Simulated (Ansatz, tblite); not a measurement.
Cost and result up the ladder for the cluster Li₂O⁻ (3 atoms). Charge -1, multiplicity 2. Geometry: PBE-D4/def2-TZVPD.

```xyz
3

Li   -0.705   -1.303   -0.255
Li    0.313    1.471    0.010
O     0.392   -0.167    0.244
```

Ansatz on 4 threads of Intel Xeon on a shared host; xTB runs through tblite on one thread. Times are rough, summed over both states, and most runs start from the orbitals of an earlier one. PBE0-D4/def2-TZVPD serves as the yardstick here, not as an exact answer. The other state is a singlet.

The xTB rows come from tblite. HOMO above LUMO, or a gap near zero within one spin, warns that the state may not be the lowest or that an electron is smeared out. The structure comes from a short search, and lower isomers may exist.

Run but left out: HF/def2-TZVPPD, MP2/def2-TZVPPD, CCSD/def2-TZVPPD, CCSD(T)/def2-TZVPPD (flagged by the program: other roots).

Raw xTB energies of ions are shifted by several eV, and xTB has no spin-polarisation term.

| level | functions | wall time | vertical IE (eV) | difference from PBE0-D4/def2-TZVPD (eV) | remarks |
| --- | --- | --- | --- | --- | --- |
| GFN2-xTB | 12 | 0.007 s | 1.88 | 1.80 | – |
| GFN1-xTB | 12 | 0.009 s | 4.28 | 4.20 | – |
| PBE-D4/def2-TZVPD | 74 | 2.3 s | 0.19 | 0.10 | HOMO above zero (-1 doublet), gap within one spin near zero (-1 doublet) |
| r2SCAN-D4/def2-TZVPD | 74 | 3.8 s | 0.09 | 0.00 | HOMO above zero (-1 doublet) |
| PBE0-D4/def2-TZVPD | 74 | 5.3 s | 0.09 | 0.00 | HOMO above zero (-1 doublet) |
